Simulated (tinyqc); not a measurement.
Worked calculation (part 2 of 2): LCCD on RHF in the sto-3g basis, frozen core, for BH3, spin multiplicity 1. Computed by tinyqc, a small Python program that keeps every step (integrals from PySCF). Command: `OMP_NUM_THREADS=1 python tinyqc.py 25816 25817 out.jsonl` (the two numbers bound the seeds that draw the settings). One thread of a shared host (Intel(R) Xeon(R) Processor @ 2.60GHz), about 0.1 s of CPU time with the checks.

Geometry (angstrom):
```
atom          x          y         z
B      0.000000   0.000000  0.006000
H      1.140000   0.000000  0.000000
H     -0.570000   0.987000  0.000000
H     -0.570000  -0.987000  0.000000
```

## Convergence

Stop when the energy changes by less than 1e-10 hartree and every element of the error matrix X^T (F D S - S D F) X is below 3e-06.

Course of the cycle:
```
iteration   E (hartree)     change  largest element of the error matrix
1          -25.97712056          -                             3.10e-01
2          -26.06846141  -9.13e-02                             5.57e-02
3          -26.06982908  -1.37e-03                             7.26e-03
4          -26.06987405  -4.50e-05                             8.84e-04
5          -26.06987462  -5.68e-07                             4.49e-06
6          -26.06987462  -2.68e-11                             5.33e-08
```

PySCF RHF in the same basis = -26.06987462 hartree

Converged in 6 iterations.

## Integrals over molecular orbitals

coefficients C, order 1B 1s, 1B 2s, 1B 2px, 1B 2py, 1B 2pz, 2H 1s, 3H 1s, 4H 1s:
$$\begin{pmatrix}
0.990805 & -0.230832 & 0.000000 & -0.000044 & -0.002051 & -0.264402 & 0.001030 & 0.000000 \\
0.038197 & 0.540311 & 0.000000 & 0.000166 & 0.009393 & 1.571630 & -0.006377 & 0.000000 \\
-0.000003 & -0.000112 & 0.000000 & 0.510972 & 0.000000 & 0.004609 & 1.229721 & 0.000000 \\
0.000000 & 0.000000 & 0.510984 & 0.000000 & 0.000000 & 0.000000 & 0.000000 & 1.229750 \\
-0.000042 & -0.001055 & 0.000000 & 0.000000 & 0.999960 & -0.011094 & 0.000044 & 0.000000 \\
-0.006633 & 0.280305 & 0.000000 & 0.511384 & -0.002878 & -0.788019 & -1.040163 & 0.000000 \\
-0.006634 & 0.280460 & 0.442826 & -0.255588 & -0.002877 & -0.782125 & 0.524838 & -0.903643 \\
-0.006634 & 0.280460 & -0.442826 & -0.255588 & -0.002877 & -0.782125 & 0.524838 & 0.903643
\end{pmatrix}$$

core Hamiltonian H = T + V (hartree), order 1B 1s, 1B 2s, 1B 2px, 1B 2py, 1B 2pz, 2H 1s, 3H 1s, 4H 1s:
$$\begin{pmatrix}
-13.713828 & -3.562433 & 0.000012 & 0.000000 & 0.000320 & -0.995469 & -0.996001 & -0.996001 \\
-3.562433 & -4.745430 & 0.000080 & 0.000000 & 0.002702 & -2.179102 & -2.179785 & -2.179785 \\
0.000012 & 0.000080 & -4.016044 & 0.000000 & -0.000001 & -1.911236 & 0.956036 & 0.956036 \\
0.000000 & 0.000000 & 0.000000 & -4.016034 & 0.000000 & 0.000000 & -1.655412 & 1.655412 \\
0.000320 & 0.002702 & -0.000001 & 0.000000 & -3.820250 & 0.010661 & 0.010666 & 0.010666 \\
-0.995469 & -2.179102 & -1.911236 & 0.000000 & 0.010661 & -3.282236 & -0.559607 & -0.559607 \\
-0.996001 & -2.179785 & 0.956036 & -1.655412 & 0.010666 & -0.559607 & -3.282718 & -0.559971 \\
-0.996001 & -2.179785 & 0.956036 & 1.655412 & 0.010666 & -0.559607 & -0.559971 & -3.282718
\end{pmatrix}$$

Given earlier and not repeated: Two-electron integrals (ij|kl) in chemists' order.

(pq|rs) = sum C_ip C_jq C_kr C_ls (ij|kl), one index at a time.

one-electron integrals over orbitals h = C^T H C (hartree):
$$\begin{pmatrix}
-13.697353 & 0.306206 & 0.000000 & 0.000064 & 0.003014 & 0.307359 & -0.001185 & 0.000000 \\
0.306206 & -3.860445 & 0.000000 & 0.000084 & -0.001186 & -0.592608 & 0.002435 & 0.000000 \\
0.000000 & 0.000000 & -3.614769 & 0.000000 & 0.000000 & 0.000000 & 0.000000 & -0.618753 \\
0.000064 & 0.000084 & 0.000000 & -3.614635 & -0.000001 & -0.002573 & -0.618879 & 0.000000 \\
0.003014 & -0.001186 & 0.000000 & -0.000001 & -3.820209 & 0.005151 & -0.000019 & 0.000000 \\
0.307359 & -0.592608 & 0.000000 & -0.002573 & 0.005151 & -2.961926 & -0.000808 & 0.000000 \\
-0.001185 & 0.002435 & 0.000000 & -0.618879 & -0.000019 & -0.000808 & -3.161702 & 0.000000 \\
0.000000 & 0.000000 & -0.618753 & 0.000000 & 0.000000 & 0.000000 & 0.000000 & -3.161680
\end{pmatrix}$$

Two-electron integrals over orbitals (pq|rs), unique and non-zero (hartree); the lowest 1 orbital is frozen and left out:
```
(22|22) 0.450106    (32|32) 0.122781    (33|22) 0.447377    (33|33) 0.500829
(42|22) -0.000068   (42|33) -0.062893   (42|42) 0.122732    (43|32) -0.062872
(43|43) 0.048828    (44|22) 0.447307    (44|33) 0.403074    (44|42) 0.062921
(44|44) 0.500858    (52|22) -0.000295   (52|33) -0.000175   (52|42) 5.02e-09
(52|44) -0.000175   (52|52) 0.070014    (53|32) -0.000193   (53|43) 0.000198
(53|53) 0.018540    (54|22) 1.06e-07    (54|33) 0.000198    (54|42) -0.000193
(54|44) -0.000198   (54|52) 0.000010    (54|54) 0.018538    (55|22) 0.467510
(55|33) 0.441704    (55|42) -0.000006   (55|44) 0.441684    (55|52) 0.001460
(55|54) 5.28e-07    (55|55) 0.586780    (62|22) 0.040058    (62|33) 0.021073
(62|42) -2.78e-06   (62|44) 0.020885    (62|52) -0.000118   (62|54) 1.43e-06
(62|55) 0.104233    (62|62) 0.068804    (63|32) -0.042518   (63|43) 0.039587
(63|53) 0.000232    (63|63) 0.057587    (64|22) 0.000208    (64|33) 0.039907
(64|42) -0.042921   (64|44) -0.039675   (64|52) 2.42e-06    (64|54) 0.000234
(64|55) 0.000396    (64|62) 0.000436    (64|64) 0.058055    (65|22) -0.000642
(65|33) -0.000300   (65|42) 3.34e-06    (65|44) -0.000297   (65|52) 0.066865
(65|54) 0.000078    (65|55) 0.000222    (65|62) -0.000952   (65|64) -2.13e-06
(65|65) 0.070528    (66|22) 0.447334    (66|33) 0.446763    (66|42) 0.000839
(66|44) 0.447639    (66|52) -0.001142   (66|54) -2.21e-06   (66|55) 0.467721
(66|62) 0.026663    (66|64) -0.000246   (66|65) -0.001424   (66|66) 0.465281
(72|22) -0.000164   (72|33) 0.025526    (72|42) -0.004038   (72|44) -0.025702
(72|52) 2.17e-07    (72|54) 0.000363    (72|55) -0.000424   (72|62) -0.000101
(72|64) 0.045319    (72|65) 4.08e-06    (72|66) -0.000192   (72|72) 0.048572
(73|32) 0.053493    (73|43) -0.023727   (73|53) -0.000177   (73|63) -0.029864
(73|73) 0.037741    (74|22) 0.045008    (74|33) 0.053427    (74|42) -0.053147
(74|44) 0.006529    (74|52) 0.000630    (74|54) 0.000175    (74|55) 0.093961
(74|62) 0.065598    (74|64) 0.029995    (74|65) -0.000169   (74|66) 0.026497
(74|72) 0.008426    (74|74) 0.103810    (75|22) 2.04e-06    (75|33) -0.000396
(75|42) 0.000854    (75|44) 0.000398    (75|52) -0.000266   (75|54) 0.016253
(75|55) -1.04e-06   (75|62) 4.17e-06    (75|64) -0.000300   (75|65) -0.000200
(75|66) 0.000011    (75|72) 0.000119    (75|74) -0.000369   (75|75) 0.019820
(76|22) 0.000006    (76|33) -0.057138   (76|42) 0.109477    (76|44) 0.057303
(76|52) 0.000005    (76|54) -0.000258   (76|55) 0.000036    (76|62) 0.000027
(76|64) -0.046384   (76|65) 0.000008    (76|66) 0.000884    (76|72) -0.010653
(76|74) -0.054220   (76|75) 0.000760    (76|76) 0.111582    (77|22) 0.464981
(77|33) 0.433727    (77|42) 0.026257    (77|44) 0.497104    (77|52) 0.000209
(77|54) -0.000229   (77|55) 0.480751    (77|62) 0.042275    (77|64) -0.036489
(77|65) -0.000137   (77|66) 0.473350    (77|72) -0.032061   (77|74) 0.041525
(77|75) 0.000106    (77|76) 0.028032    (77|77) 0.535197    (82|32) -0.004078
(82|43) 0.025627    (82|53) 0.000363    (82|63) 0.045265    (82|73) -0.009049
(82|82) 0.048579    (83|22) 0.044942    (83|33) 0.006390    (83|42) 0.053327
(83|44) 0.053580    (83|52) 0.000630    (83|54) -0.000176   (83|55) 0.093945
(83|62) 0.065541    (83|64) -0.029640   (83|65) -0.000166   (83|66) 0.027327
(83|72) -0.009124   (83|74) 0.033806    (83|75) 0.000372    (83|76) 0.054597
(83|77) 0.062547    (83|83) 0.104041    (84|32) 0.053331    (84|43) -0.023570
(84|53) -0.000176   (84|63) -0.029648   (84|73) 0.032949    (84|82) -0.008864
(84|84) 0.037507    (85|32) 0.000854    (85|43) -0.000396   (85|53) 0.016252
(85|63) -0.000297   (85|73) 0.000372    (85|82) 0.000119    (85|84) 0.000371
(85|85) 0.019818    (86|32) 0.109287    (86|43) -0.056920   (86|53) -0.000256
(86|63) -0.045668   (86|73) 0.054589    (86|82) -0.010432   (86|84) 0.054412
(86|85) 0.000759    (86|86) 0.111133    (87|32) -0.027552   (87|43) 0.032350
(87|53) 0.000233    (87|63) 0.037160    (87|73) -0.011366   (87|82) 0.032022
(87|84) -0.011214   (87|85) -0.000114   (87|86) -0.028963   (87|87) 0.034597
(88|22) 0.465006    (88|33) 0.497553    (88|42) -0.027126   (88|44) 0.433258
(88|52) 0.000209    (88|54) 0.000232    (88|55) 0.480754    (88|62) 0.042509
(88|64) 0.037285    (88|65) -0.000138   (88|66) 0.472909    (88|72) 0.031799
(88|74) 0.062851    (88|75) -0.000111   (88|76) -0.028703   (88|77) 0.467122
(88|83) 0.040953    (88|88) 0.535643
```

## LCCD: starting amplitudes

orbital energies (hartree): MO1 -7.413455, MO2 -0.682706, MO3 -0.477168, MO4 -0.477165, MO5 0.236396, MO6 0.751083, MO7 0.796049, MO8 0.796071

t_ij^ab = <ij||ab> / (e_i + e_j - e_a - e_b), whose energy is MP2.

Starting amplitudes (spin orbitals 1a, 1b, ...; amplitudes related by a flip of all spins are not repeated; the 24 largest):
```
from      to          t
3a 3b  8a 8b  -0.040857
4a 4b  7a 7b  -0.040767
2a 2b  5a 5b  -0.038088
2a 4b  6a 7b  -0.024233
2a 3b  6a 8b  -0.024212
2a 2b  6a 6b  -0.023994
4a 4b  6a 6b  -0.023633
3a 3b  6a 6b  -0.023443
2a 4b  6b 7a   0.016742
2a 3b  6b 8a   0.016721
2a 2b  8a 8b  -0.016425
2a 2b  7a 7b  -0.016423
3a 3b  7a 7b  -0.014821
4a 4b  8a 8b  -0.014729
3a 4b  7b 8a   0.013276
3a 3b  5a 5b  -0.012991
4a 4b  5a 5b  -0.012990
3a 4b  7a 8b  -0.012939
4a 4b  6a 7b  -0.011991
3a 3b  6a 7b   0.011939
3a 4b  6a 8b   0.011852
3a 4b  6b 8a  -0.011849
2a 4a  6a 7a  -0.007491
2a 3a  6a 8a  -0.007490
```

correlation energy = -0.03352193 hartree

## LCCD: amplitude update 1

t_ij^ab D_ij^ab are set to the remaining terms of the spin-orbital equations, evaluated with the old amplitudes; for the doubles these are <ij||ab> + 1/2 <ab||ef> t_ij^ef + 1/2 <mn||ij> t_mn^ab + P(ij)P(ab) <mb||ej> t_im^ae, D the orbital-energy denominators (linear CCD).

Amplitudes after update 1 (spin orbitals 1a, 1b, ...; amplitudes related by a flip of all spins are not repeated; the 24 largest):
```
from      to          t
3a 3b  8a 8b  -0.053079
4a 4b  7a 7b  -0.052958
2a 2b  5a 5b  -0.049441
2a 4b  6a 7b  -0.031665
2a 3b  6a 8b  -0.031629
4a 4b  6a 6b  -0.030825
3a 3b  6a 6b  -0.030566
2a 2b  6a 6b  -0.029276
2a 4b  6b 7a   0.023970
2a 3b  6b 8a   0.023935
2a 2b  8a 8b  -0.020029
2a 2b  7a 7b  -0.020026
3a 4b  7a 8b  -0.018906
3a 4b  7b 8a   0.017556
3a 3b  7a 7b  -0.016858
4a 4b  8a 8b  -0.016733
4a 4b  6a 7b  -0.016204
3a 3b  6a 7b   0.016145
3a 4b  6b 8a  -0.016017
3a 4b  6a 8b   0.016014
3a 3b  5a 5b  -0.013181
4a 4b  5a 5b  -0.013178
2a 4a  6a 7a  -0.007695
2a 3a  6a 8a  -0.007694
```

correlation energy = -0.04364565 hartree

## LCCD: amplitude update 2

As before.

Amplitudes after update 2 (spin orbitals 1a, 1b, ...; amplitudes related by a flip of all spins are not repeated; the 24 largest):
```
from      to          t
3a 3b  8a 8b  -0.057315
4a 4b  7a 7b  -0.057184
2a 2b  5a 5b  -0.053416
2a 4b  6a 7b  -0.033877
2a 3b  6a 8b  -0.033836
4a 4b  6a 6b  -0.033460
3a 3b  6a 6b  -0.033179
2a 2b  6a 6b  -0.030997
2a 4b  6b 7a   0.026701
2a 3b  6b 8a   0.026661
3a 4b  7a 8b  -0.021487
2a 2b  8a 8b  -0.021059
2a 2b  7a 7b  -0.021056
3a 4b  7b 8a   0.019017
4a 4b  6a 7b  -0.017557
3a 3b  6a 7b   0.017497
3a 4b  6b 8a  -0.017355
3a 4b  6a 8b   0.017346
3a 3b  7a 7b  -0.017072
4a 4b  8a 8b  -0.016936
3a 3b  5a 5b  -0.011733
4a 4b  5a 5b  -0.011729
2a 4a  6a 7a  -0.007176
2a 3a  6a 8a  -0.007175
```

correlation energy = -0.04696033 hartree

## LCCD: convergence

E_corr = 1/4 sum <ij||ab> t_ij^ab; stop when the norm of the change is below 1e-8.

Course of the amplitude iterations:
```
update  correlation energy (hartree)  norm of the change
0                        -0.03352193                   -
1                        -0.04364565            7.23e-02
2                        -0.04696033            2.56e-02
3                        -0.04810372            9.93e-03
4                        -0.04851523            4.14e-03
5                        -0.04866884            1.83e-03
6                        -0.04872811            8.42e-04
7                        -0.04875169            4.00e-04
8                        -0.04876134            1.94e-04
9                        -0.04876541            9.56e-05
10                       -0.04876716            4.75e-05
11                       -0.04876794            2.37e-05
12                       -0.04876829            1.19e-05
13                       -0.04876845            6.02e-06
14                       -0.04876852            3.05e-06
15                       -0.04876856            1.55e-06
16                       -0.04876858            7.87e-07
17                       -0.04876858            4.01e-07
18                       -0.04876859            2.04e-07
19                       -0.04876859            1.04e-07
20                       -0.04876859            5.34e-08
21                       -0.04876859            2.73e-08
22                       -0.04876859            1.40e-08
23                       -0.04876859            7.15e-09
```

Converged amplitudes (spin orbitals 1a, 1b, ...; amplitudes related by a flip of all spins are not repeated; the 24 largest):
```
from      to          t
3a 3b  8a 8b  -0.059876
4a 4b  7a 7b  -0.059742
2a 2b  5a 5b  -0.056465
4a 4b  6a 6b  -0.034991
2a 4b  6a 7b  -0.034946
2a 3b  6a 8b  -0.034902
3a 3b  6a 6b  -0.034700
2a 2b  6a 6b  -0.032061
2a 4b  6b 7a   0.028424
2a 3b  6b 8a   0.028381
3a 4b  7a 8b  -0.023353
2a 2b  8a 8b  -0.021445
2a 2b  7a 7b  -0.021441
3a 4b  7b 8a   0.019883
4a 4b  6a 7b  -0.018159
3a 3b  6a 7b   0.018100
3a 4b  6b 8a  -0.017947
3a 4b  6a 8b   0.017935
3a 3b  7a 7b  -0.016910
4a 4b  8a 8b  -0.016770
3a 3b  5a 5b  -0.009155
4a 4b  5a 5b  -0.009150
2a 4a  6a 7a  -0.006523
2a 3a  6a 8a  -0.006521
```

LCCD total energy = -26.11864321 hartree

Converged in 23 updates.
